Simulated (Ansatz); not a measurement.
We consider bcc Cs, described by PBEsol (Ansatz, an electronic-structure program, PAW).

A relaxed, unreconstructed slab of the (110) face has 4 atoms, two equal faces of 25.487 Å² each and an energy of -22342.9415 eV. A bulk cell of 2 atoms with the same orientation and in-plane k mesh has -11171.5894 eV. Energies are extrapolated to zero smearing.

Run with plane-wave cutoff 500 eV, 12×12×1 k mesh (along the axes of the cell as run), Fermi–Dirac smearing 0.1 eV, scalar-relativistic PAW data made under PBE.

Worked out: γ = (E_slab − N E_bulk per atom)/2A = [-22342.9415 − 4 × (-11171.5894/2)]/(2 × 25.487) = 0.0047 eV/Å². With 16.022 J/m² per eV/Å² this is 0.07 J/m², or 0.12 eV per surface cell and face.
